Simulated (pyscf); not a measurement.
Single points on ωB97X-D3(BJ)/def2-SVP structures (PySCF, gas phase). Correlated levels are frozen-core, on RHF or UHF. ΔMP2 is the change of the MP2 total energy from the triple- to the quadruple-zeta basis.

Estimate by transition-state theory (the high-pressure limit) the rate constant of H₃C–Al [singlet] + hydrogen fluoride (HF) → H₃C–AlH–F (singlet surface; F–H broken, Al–F, Al–H formed) at 298 K, with CCSD(T)/def2-TZVPP + ΔMP2(QZVPP) energies (ideal gas, 1 atm, RRHO with modes under 100 cm⁻¹ raised to 100, one conformer, R ln 2 for chiral ones without a mode under 150 cm⁻¹; no tunnelling).

The electronic barrier is 11.6 kcal/mol and the thermal terms add +6.2, so ΔG‡ = 17.8 kcal/mol. With k_BT/h = 6.21e+12 s⁻¹ and RT = 0.592 kcal/mol, and a volume of 4.06e-20 cm³ per molecule at 1 atm, k = 2.2e-20 cm³ molecule⁻¹ s⁻¹. The product is born with the 82 kcal/mol of the reverse barrier and needs collisions to keep. Wigner's tunnelling factor for 1292i cm⁻¹ would be 2.62, likely too low at so high a frequency. A shift of 1 kcal/mol in the barrier changes k by a factor 5.4. On the reactant side the descent ends in a complex, 4.3 kcal/mol under the separated species and 13.2 kcal/mol under the saddle at ωB97X-D3(BJ)/def2-TZVP. At ωB97X-D3(BJ) the barrier from the zero used here is 8.9 kcal/mol. One saddle was located; it need not be the lowest between these sides. The CCSD(T) − MP2 part came from Ansatz, without density fitting, on the same reference.
